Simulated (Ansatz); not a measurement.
**SiNH₄ (doublet): wB97M-V, B2PLYP, RPA-PBE over vertical spin and charge gaps and displaced geometries, cc-pVDZ**

How well do these functionals follow the top wave-function level for SiNH₄ (doublet) over vertical spin and charge gaps and displaced geometries?

Method: cc-pVDZ, all electrons in the functionals, frozen cores in the correlation of double hybrids and RPA; program: Ansatz 0.2.0, Gaussian basis.

To be run: wB97M-V, B2PLYP, RPA-PBE, at charge 0, doublet; charge 0, quartet; charge 1, singlet; charge 1, triplet; displaced geometry v1; displaced geometry v2.

21 further runs of the same task are left out: 1 for a known fault of the program, 11 that didn't finish, 9 set aside as unsound or not needed.

### 1 The geometry

The geometry is a PBE0/def2-TZVP stationary point (not a proven minimum).

6 atoms, charge 0, spin multiplicity 2.

Atoms are counted from 1 here; the program's logs count them from 0.

Bond lengths: Si1–N2 1.725 Å, Si1–H3 1.493 Å, Si1–H4 1.493 Å, N2–H5 1.008 Å, N2–H6 1.008 Å. Angles: N2–Si1–H3 107.3°, N2–Si1–H4 107.3°, H3–Si1–H4 110.5°, Si1–N2–H5 119.9°, Si1–N2–H6 119.9°, H5–N2–H6 110.9°.

Coordinates:

```xyz
6
H4NSi
Si   -0.09065    0.00000    0.59532
N     0.11278    0.00000   -1.11779
H     0.57915   -1.22682    1.12100
H     0.57915    1.22682    1.12100
H    -0.09981   -0.83007   -1.64844
H    -0.09981    0.83007   -1.64844
```

No dispersion term is added; wB97M-V holds VV10 nonlocal correlation.

The geometry shown and the zero of energy belong to the point charge 0, doublet. The yardstick, UCCSDT(Q), and other wave-function levels (R restricted, U unrestricted, valence and pair active spaces) come from earlier runs.

### 2 wB97M-V, charge 0, doublet

Contents of in.yaml:

```yaml
crystal:
  periodic: [false, false, false]
  atoms:
    - {symbol: Si, position_ang: [-0.090650, 0.000000, 0.595316]}
    - {symbol: N, position_ang: [0.112778, 0.000000, -1.117785]}
    - {symbol: H, position_ang: [0.579153, -1.226824, 1.121000]}
    - {symbol: H, position_ang: [0.579153, 1.226824, 1.121000]}
    - {symbol: H, position_ang: [-0.099805, -0.830073, -1.648445]}
    - {symbol: H, position_ang: [-0.099805, 0.830073, -1.648445]}
basis:
  gaussian: {orbitals: cc-pVDZ}
magnetization: {spin_polarized: true, initial_magnetization: 1}
hamiltonian: {xc: {name: wB97M-V}}
output: {orbitals: {seedname: orbitals}}
```

Command:

```sh
$ ansatz run in.yaml --threads 1 --pin off --events-out ev --progress --plain --max-ram 2393MiB
```

What it wrote, cut to the lines that bear on the results:

```text
Functional definition: wB97M-V
  name "wB97M-V"
  cite "Mardirossian & Head-Gordon, J. Chem. Phys. 144, 214110 (2016) doi:10.1063/1.4952647"
  cite "Becke, J. Chem. Phys. 107, 8554 (1997) doi:10.1063/1.475007"
  cite "Vydrov & Van Voorhis, J. Chem. Phys. 133, 244103 (2010) doi:10.1063/1.3521275"
  # Of w^i u^j: cxij and so on, Table III.
[...]
  gx(w, u) = 1 - cx + cx01*u + cx10*w
  gss(w, u) = css00 + css04*u^4 + css10*w + css20*w^2 + css43*w^4*u^3
  gos(w, u) = cos00 + cos10*w + (cos20 + cos21*u)*w^2 + (cos60 + cos61*u)*w^6
[...]
      + integral(e_c_pw_mod_opposite_spin*gos(b97_w_opposite, b97_u_opposite)) + vv10(b, c)
493 factors; integrals over basis functions are off by at most 9.5e-4 eV
173 factors; integrals over basis functions are off by at most 8.9e-6 eV
[...]
mean field -9430.16560548 eV, -346.5521940056 hartree, gradient 2.5e-5 eV, S^2 0.751832; 0 other end points of the search recorded, 0 dependent functions left out
reference -9430.16564034 eV, -346.5521952868 hartree; 13, 12 occupied and 39, 40 virtual orbitals, 493 factors
Total energy: -9430.16564034 eV, -346.5521952868 hartree
```

Wall time 7.5 s (1 thread of Arm Neoverse V1, shared host).

From the report: ⟨S²⟩ of the determinant 0.752 (pure doublet: 0.75).

### 3 wB97M-V, charge 0, quartet

Edit in.yaml of step 2 so:

```diff
@@ -11,3 +11,3 @@
   gaussian: {orbitals: cc-pVDZ}
-magnetization: {spin_polarized: true, initial_magnetization: 1}
+magnetization: {spin_polarized: true, initial_magnetization: 3}
 hamiltonian: {xc: {name: wB97M-V}}
```

Same command.

What it wrote, cut to the lines that bear on the results:

```text
Functional definition: wB97M-V
  name "wB97M-V"
  cite "Mardirossian & Head-Gordon, J. Chem. Phys. 144, 214110 (2016) doi:10.1063/1.4952647"
  cite "Becke, J. Chem. Phys. 107, 8554 (1997) doi:10.1063/1.475007"
  cite "Vydrov & Van Voorhis, J. Chem. Phys. 133, 244103 (2010) doi:10.1063/1.3521275"
  # Of w^i u^j: cxij and so on, Table III.
[...]
  gx(w, u) = 1 - cx + cx01*u + cx10*w
  gss(w, u) = css00 + css04*u^4 + css10*w + css20*w^2 + css43*w^4*u^3
  gos(w, u) = cos00 + cos10*w + (cos20 + cos21*u)*w^2 + (cos60 + cos61*u)*w^6
[...]
      + integral(e_c_pw_mod_opposite_spin*gos(b97_w_opposite, b97_u_opposite)) + vv10(b, c)
493 factors; integrals over basis functions are off by at most 9.5e-4 eV
173 factors; integrals over basis functions are off by at most 8.9e-6 eV
[...]
mean field -9423.16538916 eV, -346.2949408007 hartree, gradient 5.1e-5 eV, S^2 3.752720; 4 other end points of the search recorded, 0 dependent functions left out
reference -9423.16542267 eV, -346.2949420320 hartree; 14, 11 occupied and 38, 41 virtual orbitals, 493 factors
Total energy: -9423.16542267 eV, -346.2949420320 hartree
```

Wall time 18 s (1 thread of Arm Neoverse V1, shared host).

From the report: ⟨S²⟩ of the determinant 3.753 (pure quartet: 3.75).

From charge 0, doublet: +675.4 kJ/mol.

### 4 wB97M-V, charge 1, singlet

Edit in.yaml of step 3 so:

```diff
@@ -11,4 +11,5 @@
   gaussian: {orbitals: cc-pVDZ}
-magnetization: {spin_polarized: true, initial_magnetization: 3}
+total_charge: 1
+magnetization: {spin_polarized: true, initial_magnetization: 0}
 hamiltonian: {xc: {name: wB97M-V}}
-output: {orbitals: {seedname: orbitals}}
+output: {forces: true, orbitals: {seedname: orbitals}}
```

Launched as before.

What it wrote, cut to the lines that bear on the results:

```text
Functional definition: wB97M-V
  name "wB97M-V"
  cite "Mardirossian & Head-Gordon, J. Chem. Phys. 144, 214110 (2016) doi:10.1063/1.4952647"
  cite "Becke, J. Chem. Phys. 107, 8554 (1997) doi:10.1063/1.475007"
  cite "Vydrov & Van Voorhis, J. Chem. Phys. 133, 244103 (2010) doi:10.1063/1.3521275"
  # Of w^i u^j: cxij and so on, Table III.
[...]
  gx(w, u) = 1 - cx + cx01*u + cx10*w
  gss(w, u) = css00 + css04*u^4 + css10*w + css20*w^2 + css43*w^4*u^3
  gos(w, u) = cos00 + cos10*w + (cos20 + cos21*u)*w^2 + (cos60 + cos61*u)*w^6
[...]
      + integral(e_c_pw_mod_opposite_spin*gos(b97_w_opposite, b97_u_opposite)) + vv10(b, c)
493 factors; integrals over basis functions are off by at most 9.5e-4 eV
173 factors; integrals over basis functions are off by at most 8.9e-6 eV
[...]
mean field -9422.84414792 eV, -346.2831354028 hartree, gradient 5.4e-5 eV, S^2 0.000000; 0 other end points of the search recorded, 0 dependent functions left out
[...]
reference -9422.84418260 eV, -346.2831366773 hartree; 12, 12 occupied and 40, 40 virtual orbitals, 493 factors
Total energy: -9422.84418260 eV, -346.2831366773 hartree
Atom 0 at    -0.090650     0.000000     0.595316 Å, force     3.123671     0.000000    -1.642786 eV/Å
Atom 1 at     0.112778     0.000000    -1.117785 Å, force    -1.100272     0.000000     2.224574 eV/Å
Atom 2 at     0.579153    -1.226824     1.121000 Å, force    -1.031349    -0.232525     0.187441 eV/Å
Atom 3 at     0.579153     1.226824     1.121000 Å, force    -1.031349     0.232525     0.187441 eV/Å
Atom 4 at    -0.099805    -0.830073    -1.648445 Å, force     0.019650    -0.638765    -0.478335 eV/Å
Atom 5 at    -0.099805     0.830073    -1.648445 Å, force     0.019650     0.638765    -0.478335 eV/Å
Dipole moment:    -0.312364    -0.000000     0.058320 e Å
```

Run time: 8 s. Hardware: 1 thread of Arm Neoverse V1, shared host.

From the report: ⟨S²⟩ of the determinant 0.000 (pure singlet: 0.00).

From charge 0, doublet: +706.4 kJ/mol.

### 5 wB97M-V, charge 1, triplet

Edit in.yaml of step 4 so:

```diff
@@ -12,3 +12,3 @@
 total_charge: 1
-magnetization: {spin_polarized: true, initial_magnetization: 0}
+magnetization: {spin_polarized: true, initial_magnetization: 2}
 hamiltonian: {xc: {name: wB97M-V}}
```

The command is unchanged.

What it wrote, cut to the lines that bear on the results:

```text
Functional definition: wB97M-V
  name "wB97M-V"
  cite "Mardirossian & Head-Gordon, J. Chem. Phys. 144, 214110 (2016) doi:10.1063/1.4952647"
  cite "Becke, J. Chem. Phys. 107, 8554 (1997) doi:10.1063/1.475007"
  cite "Vydrov & Van Voorhis, J. Chem. Phys. 133, 244103 (2010) doi:10.1063/1.3521275"
  # Of w^i u^j: cxij and so on, Table III.
[...]
  gx(w, u) = 1 - cx + cx01*u + cx10*w
  gss(w, u) = css00 + css04*u^4 + css10*w + css20*w^2 + css43*w^4*u^3
  gos(w, u) = cos00 + cos10*w + (cos20 + cos21*u)*w^2 + (cos60 + cos61*u)*w^6
[...]
      + integral(e_c_pw_mod_opposite_spin*gos(b97_w_opposite, b97_u_opposite)) + vv10(b, c)
493 factors; integrals over basis functions are off by at most 9.5e-4 eV
173 factors; integrals over basis functions are off by at most 8.9e-6 eV
[...]
mean field -9419.63936212 eV, -346.1653616970 hartree, gradient 3.0e-5 eV, S^2 2.003345; 3 other end points of the search recorded, 0 dependent functions left out
[...]
reference -9419.63939629 eV, -346.1653629528 hartree; 13, 11 occupied and 39, 41 virtual orbitals, 493 factors
Total energy: -9419.63939629 eV, -346.1653629528 hartree
Atom 0 at    -0.090650     0.000000     0.595316 Å, force    -0.206635     0.000000     6.037019 eV/Å
Atom 1 at     0.112778     0.000000    -1.117785 Å, force    -0.142431     0.000000    -3.642594 eV/Å
Atom 2 at     0.579153    -1.226824     1.121000 Å, force    -0.117147     0.010247    -0.345385 eV/Å
Atom 3 at     0.579153     1.226824     1.121000 Å, force    -0.117147    -0.010247    -0.345385 eV/Å
Atom 4 at    -0.099805    -0.830073    -1.648445 Å, force     0.291681    -0.986134    -0.851828 eV/Å
Atom 5 at    -0.099805     0.830073    -1.648445 Å, force     0.291681     0.986134    -0.851828 eV/Å
Dipole moment:    -0.060846    -0.000000    -0.789504 e Å
```

It took 17 s on 1 thread of Arm Neoverse V1, shared host.

From the report: ⟨S²⟩ of the determinant 2.003 (pure triplet: 2.00).

From charge 0, doublet: +1015.6 kJ/mol.

### 6 wB97M-V, displaced geometry v1

Contents of in.yaml:

```yaml
crystal:
  periodic: [false, false, false]
  atoms:
    - {symbol: Si, position_ang: [-0.087319, 0.004824, 0.602887]}
    - {symbol: N, position_ang: [0.115276, -0.011318, -1.121367]}
    - {symbol: H, position_ang: [0.629615, -1.178832, 1.074804]}
    - {symbol: H, position_ang: [0.526838, 1.212002, 1.104607]}
    - {symbol: H, position_ang: [-0.194504, -0.828716, -1.716328]}
    - {symbol: H, position_ang: [-0.130794, 0.818411, -1.679143]}
basis:
  gaussian: {orbitals: cc-pVDZ}
magnetization: {spin_polarized: true, initial_magnetization: 1}
hamiltonian: {xc: {name: wB97M-V}}
output: {forces: true, orbitals: {seedname: orbitals}}
```

Launched as before.

What it wrote, cut to the lines that bear on the results:

```text
Functional definition: wB97M-V
  name "wB97M-V"
  cite "Mardirossian & Head-Gordon, J. Chem. Phys. 144, 214110 (2016) doi:10.1063/1.4952647"
  cite "Becke, J. Chem. Phys. 107, 8554 (1997) doi:10.1063/1.475007"
  cite "Vydrov & Van Voorhis, J. Chem. Phys. 133, 244103 (2010) doi:10.1063/1.3521275"
  # Of w^i u^j: cxij and so on, Table III.
[...]
  gx(w, u) = 1 - cx + cx01*u + cx10*w
  gss(w, u) = css00 + css04*u^4 + css10*w + css20*w^2 + css43*w^4*u^3
  gos(w, u) = cos00 + cos10*w + (cos20 + cos21*u)*w^2 + (cos60 + cos61*u)*w^6
[...]
      + integral(e_c_pw_mod_opposite_spin*gos(b97_w_opposite, b97_u_opposite)) + vv10(b, c)
492 factors; integrals over basis functions are off by at most 1.3e-3 eV
173 factors; integrals over basis functions are off by at most 8.9e-6 eV
[...]
mean field -9430.07723917 eV, -346.5489466036 hartree, gradient 3.0e-5 eV, S^2 0.751889; 0 other end points of the search recorded, 0 dependent functions left out
[...]
reference -9430.07727402 eV, -346.5489478843 hartree; 13, 12 occupied and 39, 40 virtual orbitals, 492 factors
Total energy: -9430.07727402 eV, -346.5489478843 hartree
Atom 0 at    -0.087319     0.004824     0.602887 Å, force    -0.906264    -0.519989    -0.210584 eV/Å
Atom 1 at     0.115276    -0.011318    -1.121367 Å, force    -0.542571    -0.587366    -2.126519 eV/Å
Atom 2 at     0.629615    -1.178832     1.074804 Å, force     0.321116    -0.560485     0.345796 eV/Å
Atom 3 at     0.526838     1.212002     1.104607 Å, force     0.490423     0.896887     0.313458 eV/Å
Atom 4 at    -0.194504    -0.828716    -1.716328 Å, force     0.489166     0.989021     1.193813 eV/Å
Atom 5 at    -0.130794     0.818411    -1.679143 Å, force     0.148131    -0.218068     0.484036 eV/Å
Dipole moment:    -0.157438     0.019849    -0.301595 e Å
```

Run time: 8.5 s. Hardware: 1 thread of Arm Neoverse V1, shared host.

From the report: ⟨S²⟩ of the determinant 0.752 (pure doublet: 0.75).

From charge 0, doublet: +8.5 kJ/mol.

### 7 wB97M-V, displaced geometry v2

Contents of in.yaml:

```yaml
crystal:
  periodic: [false, false, false]
  atoms:
    - {symbol: Si, position_ang: [-0.036730, 0.003576, 0.594385]}
    - {symbol: N, position_ang: [0.001824, 0.011950, -1.107122]}
    - {symbol: H, position_ang: [0.544819, -1.247298, 1.123482]}
    - {symbol: H, position_ang: [0.627928, 1.151082, 1.141696]}
    - {symbol: H, position_ang: [-0.154089, -0.924950, -1.730632]}
    - {symbol: H, position_ang: [-0.020559, 0.755460, -1.711666]}
basis:
  gaussian: {orbitals: cc-pVDZ}
magnetization: {spin_polarized: true, initial_magnetization: 1}
hamiltonian: {xc: {name: wB97M-V}}
output: {orbitals: {seedname: orbitals}}
```

The command is unchanged.

What it wrote, cut to the lines that bear on the results:

```text
Functional definition: wB97M-V
  name "wB97M-V"
  cite "Mardirossian & Head-Gordon, J. Chem. Phys. 144, 214110 (2016) doi:10.1063/1.4952647"
  cite "Becke, J. Chem. Phys. 107, 8554 (1997) doi:10.1063/1.475007"
  cite "Vydrov & Van Voorhis, J. Chem. Phys. 133, 244103 (2010) doi:10.1063/1.3521275"
  # Of w^i u^j: cxij and so on, Table III.
[...]
  gx(w, u) = 1 - cx + cx01*u + cx10*w
  gss(w, u) = css00 + css04*u^4 + css10*w + css20*w^2 + css43*w^4*u^3
  gos(w, u) = cos00 + cos10*w + (cos20 + cos21*u)*w^2 + (cos60 + cos61*u)*w^6
[...]
      + integral(e_c_pw_mod_opposite_spin*gos(b97_w_opposite, b97_u_opposite)) + vv10(b, c)
492 factors; integrals over basis functions are off by at most 1.2e-3 eV
173 factors; integrals over basis functions are off by at most 8.4e-6 eV
[...]
mean field -9429.69075899 eV, -346.5347437191 hartree, gradient 2.8e-5 eV, S^2 0.751732; 0 other end points of the search recorded, 0 dependent functions left out
reference -9429.69079418 eV, -346.5347450120 hartree; 13, 12 occupied and 39, 40 virtual orbitals, 492 factors
Total energy: -9429.69079418 eV, -346.5347450120 hartree
```

Run time: 7.5 s. Hardware: 1 thread of Arm Neoverse V1, shared host.

From the report: ⟨S²⟩ of the determinant 0.752 (pure doublet: 0.75).

From charge 0, doublet: +45.8 kJ/mol.

### 8 B2PLYP, charge 0, doublet

Contents of in.yaml:

```yaml
crystal:
  periodic: [false, false, false]
  atoms:
    - {symbol: Si, position_ang: [-0.090650, 0.000000, 0.595316]}
    - {symbol: N, position_ang: [0.112778, 0.000000, -1.117785]}
    - {symbol: H, position_ang: [0.579153, -1.226824, 1.121000]}
    - {symbol: H, position_ang: [0.579153, 1.226824, 1.121000]}
    - {symbol: H, position_ang: [-0.099805, -0.830073, -1.648445]}
    - {symbol: H, position_ang: [-0.099805, 0.830073, -1.648445]}
basis:
  gaussian: {orbitals: cc-pVDZ}
magnetization: {spin_polarized: true, initial_magnetization: 1}
hamiltonian: {xc: {name: B2PLYP}}
correlation: {electrons: outside_noble_gas}
```

Same command.

What it wrote, cut to the lines that bear on the results:

```text
Functional definition: B2PLYP
  name "B2PLYP"
  cite "Grimme, J. Chem. Phys. 124, 034108 (2006) doi:10.1063/1.2148954"
  cite "Becke, Phys. Rev. A 38, 3098 (1988) doi:10.1103/PhysRevA.38.3098"
  cite "Lee, Yang & Parr, Phys. Rev. B 37, 785 (1988) doi:10.1103/PhysRevB.37.785"
[...]
493 factors; integrals over basis functions are off by at most 9.5e-4 eV
[...]
mean field -9424.22693817 eV, -346.3339520072 hartree, gradient 8.8e-6 eV, S^2 0.754027; 0 other end points of the search recorded, 0 dependent functions left out
6 core orbitals not correlated: weight in the atoms' cores, before any rotation towards them, 1.000 or more for the frozen orbitals, at most 0.000 for the correlated occupied ones
reference -9424.22707367 eV, -346.3339569868 hartree; 7, 6 occupied and 39, 40 virtual orbitals, 493 factors
second order -8.78038055 eV of doubles, -0.00000000 eV of singles
Total energy: -9426.59777642 eV, -346.4210787059 hartree
```

Wall time 1.8 s (1 thread of Arm Neoverse V1, shared host).

From the report: ⟨S²⟩ of the determinant 0.754 (pure doublet: 0.75).

### 9 B2PLYP, charge 0, quartet

Edit in.yaml of step 8 so:

```diff
@@ -11,3 +11,3 @@
   gaussian: {orbitals: cc-pVDZ}
-magnetization: {spin_polarized: true, initial_magnetization: 1}
+magnetization: {spin_polarized: true, initial_magnetization: 3}
 hamiltonian: {xc: {name: B2PLYP}}
```

The command is unchanged.

What it wrote, cut to the lines that bear on the results:

```text
Functional definition: B2PLYP
  name "B2PLYP"
  cite "Grimme, J. Chem. Phys. 124, 034108 (2006) doi:10.1063/1.2148954"
  cite "Becke, Phys. Rev. A 38, 3098 (1988) doi:10.1103/PhysRevA.38.3098"
  cite "Lee, Yang & Parr, Phys. Rev. B 37, 785 (1988) doi:10.1103/PhysRevB.37.785"
[...]
493 factors; integrals over basis functions are off by at most 9.5e-4 eV
[...]
mean field -9417.70031170 eV, -346.0941029084 hartree, gradient 2.1e-6 eV, S^2 3.755747; 4 other end points of the search recorded, 0 dependent functions left out
6 core orbitals not correlated: weight in the atoms' cores, before any rotation towards them, 1.000 or more for the frozen orbitals, at most 0.000 for the correlated occupied ones
reference -9417.70045492 eV, -346.0941081716 hartree; 8, 5 occupied and 38, 41 virtual orbitals, 493 factors
second order -7.73288326 eV of doubles, -0.00000000 eV of singles
Total energy: -9419.78833340 eV, -346.1708362906 hartree
```

Run time: 5 s. Hardware: 1 thread of Arm Neoverse V1, shared host.

From the report: ⟨S²⟩ of the determinant 3.756 (pure quartet: 3.75).

From charge 0, doublet: +657.0 kJ/mol.

### 10 B2PLYP, charge 1, singlet

Edit in.yaml of step 9 so:

```diff
@@ -11,3 +11,4 @@
   gaussian: {orbitals: cc-pVDZ}
-magnetization: {spin_polarized: true, initial_magnetization: 3}
+total_charge: 1
+magnetization: {spin_polarized: true, initial_magnetization: 0}
 hamiltonian: {xc: {name: B2PLYP}}
```

Same command.

What it wrote, cut to the lines that bear on the results:

```text
Functional definition: B2PLYP
  name "B2PLYP"
  cite "Grimme, J. Chem. Phys. 124, 034108 (2006) doi:10.1063/1.2148954"
  cite "Becke, Phys. Rev. A 38, 3098 (1988) doi:10.1103/PhysRevA.38.3098"
  cite "Lee, Yang & Parr, Phys. Rev. B 37, 785 (1988) doi:10.1103/PhysRevB.37.785"
[...]
493 factors; integrals over basis functions are off by at most 9.5e-4 eV
[...]
mean field -9416.81975482 eV, -346.0617430401 hartree, gradient 5.7e-6 eV, S^2 0.000000; 3 other end points of the search recorded, 0 dependent functions left out
6 core orbitals not correlated: weight in the atoms' cores, before any rotation towards them, 1.000 or more for the frozen orbitals, at most 0.000 for the correlated occupied ones
reference -9416.81987256 eV, -346.0617473669 hartree; 6, 6 occupied and 40, 40 virtual orbitals, 493 factors
second order -9.15655826 eV of doubles, -0.00000000 eV of singles
Total energy: -9419.29214329 eV, -346.1526016404 hartree
```

Wall time 3.1 s (1 thread of Arm Neoverse V1, shared host).

From the report: ⟨S²⟩ of the determinant 0.000 (pure singlet: 0.00).

From charge 0, doublet: +704.9 kJ/mol.

### 11 B2PLYP, charge 1, triplet

Edit in.yaml of step 10 so:

```diff
@@ -12,3 +12,3 @@
 total_charge: 1
-magnetization: {spin_polarized: true, initial_magnetization: 0}
+magnetization: {spin_polarized: true, initial_magnetization: 2}
 hamiltonian: {xc: {name: B2PLYP}}
```

The command is unchanged.

What it wrote, cut to the lines that bear on the results:

```text
Functional definition: B2PLYP
  name "B2PLYP"
  cite "Grimme, J. Chem. Phys. 124, 034108 (2006) doi:10.1063/1.2148954"
  cite "Becke, Phys. Rev. A 38, 3098 (1988) doi:10.1103/PhysRevA.38.3098"
  cite "Lee, Yang & Parr, Phys. Rev. B 37, 785 (1988) doi:10.1103/PhysRevB.37.785"
[...]
493 factors; integrals over basis functions are off by at most 9.5e-4 eV
[...]
mean field -9414.33540620 eV, -345.9704449120 hartree, gradient 1.8e-6 eV, S^2 2.006018; 2 other end points of the search recorded, 0 dependent functions left out
6 core orbitals not correlated: weight in the atoms' cores, before any rotation towards them, 1.000 or more for the frozen orbitals, at most 0.000 for the correlated occupied ones
reference -9414.33553061 eV, -345.9704494842 hartree; 7, 5 occupied and 39, 41 virtual orbitals, 493 factors
second order -6.98230278 eV of doubles, -0.00000000 eV of singles
Total energy: -9416.22075236 eV, -346.0397301057 hartree
```

Run time: 4.8 s. Hardware: 1 thread of Arm Neoverse V1, shared host.

From the report: ⟨S²⟩ of the determinant 2.006 (pure triplet: 2.00).

From charge 0, doublet: +1001.2 kJ/mol.

### 12 B2PLYP, displaced geometry v1

Contents of in.yaml:

```yaml
crystal:
  periodic: [false, false, false]
  atoms:
    - {symbol: Si, position_ang: [-0.087319, 0.004824, 0.602887]}
    - {symbol: N, position_ang: [0.115276, -0.011318, -1.121367]}
    - {symbol: H, position_ang: [0.629615, -1.178832, 1.074804]}
    - {symbol: H, position_ang: [0.526838, 1.212002, 1.104607]}
    - {symbol: H, position_ang: [-0.194504, -0.828716, -1.716328]}
    - {symbol: H, position_ang: [-0.130794, 0.818411, -1.679143]}
basis:
  gaussian: {orbitals: cc-pVDZ}
magnetization: {spin_polarized: true, initial_magnetization: 1}
hamiltonian: {xc: {name: B2PLYP}}
correlation: {electrons: outside_noble_gas}
```

Same command.

What it wrote, cut to the lines that bear on the results:

```text
Functional definition: B2PLYP
  name "B2PLYP"
  cite "Grimme, J. Chem. Phys. 124, 034108 (2006) doi:10.1063/1.2148954"
  cite "Becke, Phys. Rev. A 38, 3098 (1988) doi:10.1103/PhysRevA.38.3098"
  cite "Lee, Yang & Parr, Phys. Rev. B 37, 785 (1988) doi:10.1103/PhysRevB.37.785"
[...]
492 factors; integrals over basis functions are off by at most 1.3e-3 eV
[...]
mean field -9424.11818713 eV, -346.3299554801 hartree, gradient 9.6e-6 eV, S^2 0.754111; 0 other end points of the search recorded, 0 dependent functions left out
6 core orbitals not correlated: weight in the atoms' cores, before any rotation towards them, 1.000 or more for the frozen orbitals, at most 0.000 for the correlated occupied ones
reference -9424.11832464 eV, -346.3299605337 hartree; 7, 6 occupied and 39, 40 virtual orbitals, 492 factors
second order -8.86647290 eV of doubles, -0.00000000 eV of singles
Total energy: -9426.51227232 eV, -346.4179364883 hartree
```

Run time: 1.7 s. Hardware: 1 thread of Arm Neoverse V1, shared host.

From the report: ⟨S²⟩ of the determinant 0.754 (pure doublet: 0.75).

From charge 0, doublet: +8.2 kJ/mol.

[end of part 1 of 2]
